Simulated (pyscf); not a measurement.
Thermochemistry of product channels of F–Ti(F)(F)–F + Cl–B(Cl)–Cl on the singlet surface, in eV, from ωB97M-D3(BJ)/def2-TZVP energies (ideal gas, 1 atm, RRHO with modes under 100 cm⁻¹ raised to 100, one conformer, R ln 2 for chiral ones without a mode under 150 cm⁻¹). Structures and frequencies: ωB97X-D3(BJ)/def2-SVP in PySCF.

```json
[
 {"products": "F–B(Cl)–Cl + F–Ti(F)(F)–Cl", "ΔE": "-0.36", "ΔH(298 K)": "-0.35", "ΔG(298 K)": "-0.41", "ΔG(900 K)": "-0.54"},
 {"products": "F–Cl + F–Ti(F)(F)–B(Cl)–Cl", "ΔE": "+6.01", "ΔH(298 K)": "+5.99", "ΔG(298 K)": "+5.90", "ΔG(900 K)": "+5.68"}
]
```

These are energies of the channels, which say nothing of barriers.
